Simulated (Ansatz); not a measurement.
Basis-set extrapolation for C$_{4}$H$_{7}$F (`FC1CCC1`) (PBE0-D4/def2-TZVP geometry, frozen core, Ansatz). Multiplicity 1, RHF reference.

|  | def2-TZVPP | def2-QZVPP |
| --- | --- | --- |
| HF | -255.057025 | -255.068401 |
| MP2 correlation | -0.926578 | -0.993205 |
| CCSD(T) correlation | -1.001133 | not run |

Energies in hartree. Use E(X) = E(∞) + A·exp(−7.88·√X) for Hartree–Fock and E(X) = E(∞) + B·X^(−2.97) for correlation, with X = 3 and 4, and add CCSD(T) minus MP2 of the smaller set to the MP2 limit.

**Question.** What is the CCSD(T) energy at the basis-set limit?

**Answer.** HF limit: -255.068401 + (-0.011376) × 0.13774 = -255.06997. MP2 limit: -0.993205 + (-0.066627) × 0.74074 = -1.04256. Higher-order term: -1.001133 − (-0.926578) = -0.07456. Total: -256.18709 hartree, 338.5 kJ/mol below CCSD(T)/def2-TZVPP.
